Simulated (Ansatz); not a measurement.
## Zinc-blende MnSe (metastable phase)

Method: HSE06 in Ansatz (plane waves, PAW).

Settings: plane-wave cutoff 500 eV, 6×6×6 k mesh, gaussian smearing 0.02 eV, spin-polarised start, scalar-relativistic PAW data made under PBE.

Cell: relaxed with r²SCAN: a = b = c = 5.9227 Å, α = β = γ = 90.00°.

| Item | Result |
|---|---|
| band gap | 1.60 eV (on the SCF k mesh) |

Note: the magnetic order was assumed, not searched for or taken from measurement; cell and atoms aren't relaxed at this level (pressure 1.1 GPa).

Spin–orbit coupling is not included.

Ansatz is a program for electronic structure.
